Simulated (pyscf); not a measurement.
`[B][CH2][CH2][Cl]` [singlet] → `[Cl][B]1[CH2][CH2]1`, a rearrangement (singlet surface; C–Cl broken, B–Cl, B–C formed). Optimised with ωB97X-D3(BJ)/def2-SVP in PySCF. MP2 and CC: frozen core, UHF for open shells. ΔMP2 is the change of the MP2 total energy from the triple- to the quadruple-zeta basis. Energies in eV from the reactant's lowest minimum found.

AM1 to PM7: differences of heats of formation from MOPAC, which are fitted to 298 K values and so differ in kind from electronic energies by zero-point and thermal terms. 

In single points PM7 puts the saddle at -0.38 eV and the reaction energy at -3.41 eV. Should these be trusted to within a few kcal/mol? Compare with CCSD(T)/def2-TZVPP + ΔMP2(QZVPP).

CCSD(T)/def2-TZVPP + ΔMP2(QZVPP) gives ΔE‡ = 0.68 eV and ΔE = -2.95 eV. PM7 lies 1.05 eV under it in the barrier and 0.46 eV under it in the reaction energy, so on this step it does not hold to within 0.13 eV. At PM7 this geometry lies under one side, so its ΔE‡ may be no barrier of that level. CCSD(T)/def2-TZVPP + ΔMP2(QZVPP) has limits of its own. B–CH₂–CH₂–Cl [singlet] lies 3.64 eV over its isomer H₂C=CH–BH–Cl (electronic energy, ωB97M-D3(BJ)/def2-TZVP). cyclic C₂H₄BCl (SMILES ClB1CC1) lies 0.56 eV over its isomer H₂C=CH–BH–Cl (electronic energy, ωB97M-D3(BJ)/def2-TZVP). One saddle was located; it need not be the lowest between these sides. The CCSD(T) − MP2 part came from Ansatz, without density fitting, on the same reference. The largest closed-shell T1 diagnostic is 0.031, which may signal static correlation.
